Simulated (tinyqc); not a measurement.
Extended Hueckel theory, for BH3, step by step. Computed by tinyqc, a small Python program that keeps every step (integrals from PySCF). Settings: charge = 0, K = 1.75, multiplicity = 1. Command: `OMP_NUM_THREADS=1 python tinyqc.py 26649 26650 out.jsonl` (the two numbers bound the seeds that draw the settings). One thread of a shared host (Intel(R) Xeon(R) Processor @ 2.60GHz), about 0.01 s of CPU time with the checks.

## Overlaps

Geometry (angstrom):
```
atom          x          y         z
B      0.000000   0.000000  0.016000
H      1.152000   0.000000  0.000000
H     -0.576000   0.998000  0.000000
H     -0.576000  -0.998000  0.000000
```

Parameters chosen for this run:
```
element  shell  Slater exponent   H_ii (eV)
H           1s         1.300000  -13.600000
B           2s         1.300000  -15.200000
B           2p         1.300000   -8.500000
```

Slater orbitals, each expanded in six Gaussians scaled to its exponent.

overlap S:
```
           1B 2s     1B 2px     1B 2py     1B 2pz      2H 1s      3H 1s      4H 1s
1B 2s   1.000000   0.000000   0.000000   0.000000   0.506294   0.506157   0.506157
1B 2px  0.000000   1.000000   0.000000   0.000000   0.542657  -0.271220  -0.271220
1B 2py  0.000000   0.000000   1.000000   0.000000   0.000000   0.469926  -0.469926
1B 2pz  0.000000   0.000000   0.000000   1.000000  -0.007537  -0.007534  -0.007534
2H 1s   0.506294   0.542657   0.000000  -0.007537   1.000000   0.103360   0.103360
3H 1s   0.506157  -0.271220   0.469926  -0.007534   0.103360   1.000000   0.103270
4H 1s   0.506157  -0.271220  -0.469926  -0.007534   0.103360   0.103270   1.000000
```

## Wolfsberg-Helmholz matrix

diagonal H_ii (eV): 1B 2s -15.200000, 1B 2px -8.500000, 1B 2py -8.500000, 1B 2pz -8.500000, 2H 1s -13.600000, 3H 1s -13.600000, 4H 1s -13.600000

K = 1.750000

H_ij = K' S_ij (H_ii + H_jj)/2 for i != j (the diagonal keeps H_ii), with K' = 1.75.

H (eV):
```
             1B 2s      1B 2px     1B 2py     1B 2pz       2H 1s       3H 1s       4H 1s
1B 2s   -15.200000    0.000000   0.000000   0.000000  -12.758616  -12.755161  -12.755161
1B 2px    0.000000   -8.500000   0.000000   0.000000  -10.493628    5.244712    5.244712
1B 2py    0.000000    0.000000  -8.500000   0.000000    0.000000   -9.087193    9.087193
1B 2pz    0.000000    0.000000   0.000000  -8.500000    0.145745    0.145686    0.145686
2H 1s   -12.758616  -10.493628   0.000000   0.145745  -13.600000   -2.459960   -2.459960
3H 1s   -12.755161    5.244712  -9.087193   0.145686   -2.459960  -13.600000   -2.457831
4H 1s   -12.755161    5.244712   9.087193   0.145686   -2.459960   -2.457831  -13.600000
```

## Orbitals

valence electrons = 6

Solve H C = S C e through S^(-1/2); fill by pairs from the bottom, a degenerate level sharing its electrons equally; each orbital has its largest coefficient positive (the first on a tie).

orbital energies (eV): -19.679968  -14.427969  -14.427256  -8.500843  10.729316  10.731171  24.002089

occupations: 2.000000  2.000000  2.000000  0.000000  0.000000  0.000000  0.000000

coefficients:
```
              MO1        MO2        MO3        MO4        MO5        MO6        MO7
1B 2s    0.522918   0.000000  -0.000046   0.013019   0.000000  -0.001498   1.575565
1B 2px  -0.000003   0.000000   0.396128   0.000000   0.000000   1.346697   0.001815
1B 2py   0.000000   0.396060   0.000000   0.000000   1.346726   0.000000   0.000000
1B 2pz   0.000194   0.000000  -0.000001   0.999884   0.000000   0.000024  -0.024917
2H 1s    0.279512   0.000000   0.587475  -0.003438   0.000000  -1.057478  -0.828091
3H 1s    0.279435   0.508824  -0.293814  -0.003440  -0.916424   0.529950  -0.825913
4H 1s    0.279435  -0.508824  -0.293814  -0.003440   0.916424   0.529950  -0.825913
```

sum of one-electron energies = -97.070384 eV

## Mulliken analysis

P = C n C^T; charge = valence electrons (H 1, B 3) minus the sum of (P S)_ii on the atom; overlap population = 2 sum P_ij S_ij between two atoms.

charges: 1B 0.624067, 2H -0.207979, 3H -0.208044, 4H -0.208044

Overlap populations:
```
pair      value
2-1    0.801084
3-1    0.800942
3-2   -0.039071
4-1    0.800942
4-2   -0.039071
4-3   -0.039032
```
